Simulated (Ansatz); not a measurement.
**CH₈AlN: one species, many methods**

How much do the methods differ for CH₈AlN? The plan is to run it at one geometry with functionals of several rungs and with coupled cluster, and see how far each lands from CCSD(T) at the basis-set limit for the atomisation energy.

The runs use Ansatz 0.2.0, Gaussian basis; functionals in def2-TZVPP, the program's frozen cores in correlated methods.

Plan: LDA (SPW92), PBE-D4, revPBE-D4, BLYP-D4, r2SCAN-D4, B97M-V, PBE0-D4, B3LYP-D4, r2SCANh-D4, r2SCAN0-D4, HSE06-D4, BHLYP-D4, CAM-B3LYP-D4, LC-ωPBE, ωB97X-V, ωB97M-V, B2PLYP, PBE-QIDH; CCSD(T)/def2-SVP; CCSD(T)/def2-TZVPP; MP2/def2-QZVPP; extrapolation to the limit; RPA on PBE.

## (1) The geometry

An earlier PBE0-D4 in a triple-zeta def2 set relaxation fixed the geometry.

11 atoms, charge 0, spin multiplicity 1.

Atoms are counted from 1 here; the program's logs count them from 0.

Bond lengths: C1–N2 1.471 Å, C1–H4 1.092 Å, C1–H5 1.090 Å, C1–H6 1.090 Å, N2–Al3 2.047 Å, N2–H7 1.016 Å, N2–H8 1.016 Å, Al3–H9 1.605 Å, Al3–H10 1.605 Å, Al3–H11 1.605 Å. Angles: N2–C1–H4 112.3°, N2–C1–H5 108.6°, N2–C1–H6 108.6°, H4–C1–H5 109.6°, H4–C1–H6 109.6°, H5–C1–H6 108.1°, C1–N2–Al3 113.6°, C1–N2–H7 110.3°, C1–N2–H8 110.3°, Al3–N2–H7 107.9°, Al3–N2–H8 108.0°, H7–N2–H8 106.3°, N2–Al3–H9 99.6°, N2–Al3–H10 99.3°, N2–Al3–H11 99.4°, H9–Al3–H10 117.5°, H9–Al3–H11 117.5°, H10–Al3–H11 117.1°.

## (2) LDA

This LDA is Slater exchange with PW92 correlation.

Contents of in.yaml:

```yaml
crystal:
  periodic: [false, false, false]
  atoms:
    - {symbol: C, position_ang: [1.245315, 0.109395, -0.615966]}
    - {symbol: N, position_ang: [0.399826, -0.208609, 0.544946]}
    - {symbol: Al, position_ang: [-1.600278, 0.053424, 0.199141]}
    - {symbol: H, position_ang: [2.307495, -0.034651, -0.407467]}
    - {symbol: H, position_ang: [0.947295, -0.527918, -1.447885]}
    - {symbol: H, position_ang: [1.067064, 1.145472, -0.902197]}
    - {symbol: H, position_ang: [0.658454, 0.369518, 1.338973]}
    - {symbol: H, position_ang: [0.545137, -1.171223, 0.834524]}
    - {symbol: H, position_ang: [-2.179223, -0.380672, 1.631456]}
    - {symbol: H, position_ang: [-1.599711, 1.618767, -0.155981]}
    - {symbol: H, position_ang: [-1.791365, -0.973503, -1.019544]}
basis:
  gaussian: {orbitals: def2-TZVPP}
hamiltonian: {xc: lda}
output: {orbitals: {seedname: orbitals}}
```

After this run come: PBE-D4 (GGA); revPBE-D4 (GGA); BLYP-D4 (GGA); r2SCAN-D4 (meta-GGA); B97M-V (meta-GGA); PBE0-D4 (hybrid); B3LYP-D4 (hybrid); r2SCANh-D4 (hybrid); r2SCAN0-D4 (hybrid); HSE06-D4 (hybrid); BHLYP-D4 (hybrid); CAM-B3LYP-D4 (range-separated); LC-ωPBE-D4 (range-separated); ωB97X-V (range-separated); ωB97M-V (range-separated); B2PLYP (double hybrid); PBE-QIDH (double hybrid); CCSD(T) in def2-SVP; CCSD(T) in def2-TZVPP; MP2 in def2-QZVPP; RPA on PBE orbitals.

Before running them: what should the planned runs give, taken together? Wanted: atomisation energy, CCSD(T)/CBS; farthest beyond LDA; mean size of error, GGA; mean size of error, meta-GGA; mean size of error, hybrid; mean size of error, range-separated; mean size of error, double hybrid; gap, smallest and largest; T1 diagnostic.

**Answer**, as computed:

| quantity | value |
| --- | --- |
| atomisation energy, CCSD(T)/CBS | 3475.4 kJ/mol |
| functionals within 17.4 kJ/mol (0.5 %) | PBE-D4, B3LYP-D4, ωB97X-V, ωB97M-V |
| farthest beyond LDA | revPBE-D4 (-62.7 kJ/mol) |
| mean size of error, GGA | 29.2 kJ/mol |
| mean size of error, meta-GGA | 23.5 kJ/mol |
| mean size of error, hybrid | 36.4 kJ/mol |
| mean size of error, range-separated | 16.8 kJ/mol |
| mean size of error, double hybrid | 49.4 kJ/mol |
| gap, smallest and largest | 5.09 eV (LDA (SPW92)), 12.16 eV (LC-ωPBE) |
| T1 diagnostic | 0.0084 |
| triples share of the correlation energy | 3.0 % |

What this shows: LDA overbinds by 394.1 kJ/mol (11 %). PBE-D4 misses by -4.9 kJ/mol. Double hybrids carry the basis error of their MP2 part in triple zeta, and no dispersion term here, so their miss is partly the set-up's. By mean error the best rung here is range-separated (16.8 kJ/mol) and the worst beyond LDA is double hybrid (49.4 kJ/mol). The gap between the best rungs is small, so their order is not settled. Misses under about 17.4 kJ/mol are within the doubt on the reference itself, which lacks core-valence correlation, relativity and higher excitations. Hartree-Fock recovers 74 % of the binding; the rest is correlation. CCSD(T) in def2-SVP is off by -174.6 kJ/mol, more than most functionals: a good method in a small basis is no reference. The gap grows from 5.1 to 12.2 eV across the functionals, mostly with the share of exact exchange.
